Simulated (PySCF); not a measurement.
C5H7N.
Bonds: C1–C2 (double), C2–C3, C3–C4 (double), C3–N5, N5–C6 (double). Hydrogens: H7, H8 on C1; H9 on C2; H10, H11 on C4; H12, H13 on C6.

The same species was optimised twice, with GFN2-xTB and with PBE0-D3(BJ)/def2-SVP (PySCF), and the same property calculations (PySCF, gas phase) were run on both structures.

```
     coordinate  GFN2-xTB  PBE0-D3(BJ)/def2-SVP  change
      C3–N5 (Å)     1.386                 1.400  +0.014
      N5=C6 (Å)     1.252                 1.264  +0.012
      C1=C2 (Å)     1.327                 1.338  +0.011
      C3=C4 (Å)     1.340                 1.349  +0.009
      C2–C3 (Å)     1.459                 1.466  +0.007
   C3–N5–C6 (°)     123.5                 120.0    -3.5
   C4–C3–N5 (°)     122.0                 122.2    +0.2
   C1–C2–C3 (°)     124.3                 124.4    +0.1
   C2–C3–N5 (°)     115.9                 115.8    -0.1
   C2–C3–C4 (°)     121.9                 121.9     0.0
C1–C2–C3–C4 (°)      -175                  -176      -1
C2–C3–N5–C6 (°)       133                   130      -3
```

Rotational constants: A = 5731, B = 3192, C = 2117 MHz (GFN2-xTB) against A = 5668, B = 3169, C = 2113 MHz (PBE0-D3(BJ)/def2-SVP). Point groups within 0.08 Å: C1 and C1.

On the GFN2-xTB structure: lowest triplet, Tamm–Dancoff (eV) 3.17 [wB97X-D/def2-SVPD]; isotropic polarisability (au) 72.6 [wB97X-D/def2-SVPD]; HOMO (eV) -8.37 [wB97X-D/def2-SVPD]; LUMO (eV) 0.64 [wB97X-D/def2-SVPD]; dipole (D) 1.31 [wB97X-D/def2-SVPD]; HOMO (eV) -6.59 [PBE0/pcSseg-1]; LUMO (eV) -1.10 [PBE0/pcSseg-1]; dipole (D) 1.35 [PBE0/pcSseg-1]; GIAO shielding of C1 (ppm) 62.3 [PBE0/pcSseg-1]; GIAO shielding of C2 (ppm) 44.9 [PBE0/pcSseg-1]; GIAO shielding of C3 (ppm) 22.5 [PBE0/pcSseg-1]; GIAO shielding of C4 (ppm) 85.1 [PBE0/pcSseg-1]; GIAO shielding of N5 (ppm) -139.1 [PBE0/pcSseg-1]; GIAO shielding of C6 (ppm) 34.4 [PBE0/pcSseg-1].

What do these properties become on the PBE0-D3(BJ)/def2-SVP structure?

| property | level | on GFN2-xTB | on PBE0-D3(BJ)/def2-SVP | change |
| --- | --- | --- | --- | --- |
| lowest triplet, Tamm–Dancoff (eV) | wB97X-D/def2-SVPD | 3.17 | 3.16 | -0.01 |
| isotropic polarisability (au) | wB97X-D/def2-SVPD | 72.6 | 73.7 | +1.1 |
| HOMO (eV) | wB97X-D/def2-SVPD | -8.37 | -8.40 | -0.03 |
| LUMO (eV) | wB97X-D/def2-SVPD | 0.64 | 0.61 | -0.03 |
| dipole (D) | wB97X-D/def2-SVPD | 1.31 | 1.40 | +0.09 |
| energy, GFN2-xTB geometry as zero (kcal/mol) | wB97X-D/def2-SVPD | 0.0 | -1.3 | -1.3 |
| HOMO (eV) | PBE0/pcSseg-1 | -6.59 | -6.62 | -0.03 |
| LUMO (eV) | PBE0/pcSseg-1 | -1.10 | -1.12 | -0.02 |
| dipole (D) | PBE0/pcSseg-1 | 1.35 | 1.44 | +0.09 |
| energy, GFN2-xTB geometry as zero (kcal/mol) | PBE0/pcSseg-1 | 0.0 | -0.8 | -0.8 |
| GIAO shielding of C1 (ppm) | PBE0/pcSseg-1 | 62.3 | 59.0 | -3.3 |
| GIAO shielding of C2 (ppm) | PBE0/pcSseg-1 | 44.9 | 42.2 | -2.7 |
| GIAO shielding of C3 (ppm) | PBE0/pcSseg-1 | 22.5 | 17.4 | -5.1 |
| GIAO shielding of C4 (ppm) | PBE0/pcSseg-1 | 85.1 | 81.2 | -3.9 |
| GIAO shielding of N5 (ppm) | PBE0/pcSseg-1 | -139.1 | -144.5 | -5.4 |
| GIAO shielding of C6 (ppm) | PBE0/pcSseg-1 | 34.4 | 28.6 | -5.8 |

The heavy atoms differ by 0.026 Å rms after alignment. Among bonds between heavy atoms C3–N5 changes most (+0.014 Å). Changes are differences of the printed values. Neither structure is proved a minimum here.

The values belong to the conformer `[CH2:1]=[CH:2][C:3](=[CH2:4])[N:5]=[CH2:6]`: C1–C2–C3–C4 -176°, C2–C3–N5–C6 130°.

Note: wB97X-D ran without an empirical dispersion term, which enters the total energy and its gradient alone.
